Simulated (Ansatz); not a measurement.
# CH₅AlO (built from SMILES C=O.[AlH3]): Born-Oppenheimer dynamics

The task is to watch the atoms for 80 steps of 0.5 fs, started with velocities for 500 K and run with a Langevin thermostat, and see to which side of the barrier the system falls.

Computed with Ansatz 0.2.0, Gaussian basis. Level: PBE0-D4/def2-SVP.

## 1. Starting geometry

The start, a first-order saddle point found at PBE0-D4 in triple zeta: 8 atoms, charge 0, spin multiplicity 1.

Atoms are counted from 1 here; the program's logs count them from 0.

Bond lengths: Al1–H2 1.637 Å, Al1–H3 1.585 Å, Al1–H4 1.589 Å, Al1–O5 2.016 Å, O5–C6 1.228 Å, C6–H7 1.099 Å, C6–H8 1.098 Å. Angles: H2–Al1–H3 113.9°, H2–Al1–H4 114.3°, H2–Al1–O5 90.6°, H3–Al1–H4 125.0°, H3–Al1–O5 99.7°, H4–Al1–O5 104.6°, Al1–O5–C6 98.3°, O5–C6–H7 120.4°, O5–C6–H8 122.0°, H7–C6–H8 117.4°.

As a file:

```mol
CH5AlO
  3D, bonds by distance, orders not assigned

  8  7  0  0  0  0  0  0  0  0999 V2000
   -1.0405    0.1592   -0.5775 Al  0  0
   -0.9083   -1.0418    0.5272 H   0  0
   -1.1981   -0.3538   -2.0694 H   0  0
   -1.6589    1.5080   -0.0075 H   0  0
    0.9533    0.4522   -0.5277 O   0  0
    1.1856   -0.0905    0.5495 C   0  0
    1.9375   -0.8893    0.6191 H   0  0
    0.7294    0.2561    1.4861 H   0  0
  1  2  8  0
  1  3  8  0
  1  4  8  0
  1  5  8  0
  5  6  8  0
  6  7  8  0
  6  8  8  0
M  END
```

## 2. Dynamics

The input, md/in.yaml:

```yaml
crystal:
  periodic: [false, false, false]
  atoms:
    - {symbol: Al, position_ang: [-1.040520, 0.159195, -0.577476]}
    - {symbol: H, position_ang: [-0.908337, -1.041812, 0.527183]}
    - {symbol: H, position_ang: [-1.198092, -0.353798, -2.069354]}
    - {symbol: H, position_ang: [-1.658862, 1.507951, -0.007494]}
    - {symbol: O, position_ang: [0.953333, 0.452245, -0.527705]}
    - {symbol: C, position_ang: [1.185584, -0.090516, 0.549521]}
    - {symbol: H, position_ang: [1.937455, -0.889326, 0.619112]}
    - {symbol: H, position_ang: [0.729439, 0.256061, 1.486113]}
basis:
  gaussian: {orbitals: def2-SVP}
hamiltonian: {xc: pbe0, dispersion: d4}
md: {n_steps: 80, timestep: 0.5, temperature: 500, ensemble: nvt_langevin, seed: 615, friction: 0.01, initial_velocities: maxwell_boltzmann}
```

Started as:

```bash
> ansatz run in.yaml --threads 2 --pin off --events-out ev --progress --plain --max-ram 4352MiB
```

What does the calculation give? Wanted: temperature at the start; mean temperature, second half; lowest and highest potential energy, from the first frame; largest change of potential + kinetic.

**Answer**, as computed:

| quantity | value |
| --- | --- |
| length | 80 steps, 40.0 fs |
| temperature at the start | 438 K |
| mean temperature, second half | 506 K |
| lowest and highest potential energy, from the first frame | -228 and 246 meV |
| largest change of potential + kinetic | 155.6 meV |

What this shows: By the last frame it has moved back towards the start side of the step. The thermostat trades energy with the molecule, so the sum of potential and kinetic energy isn't conserved: it changes by -141 meV over the run. The instant temperature ranges from 193 to 570 K, as energy passes between motion and strain. Under Langevin the temperature counts 3N degrees of freedom, more than the drawn velocities fill, so it starts at 438 K, not 500 K.
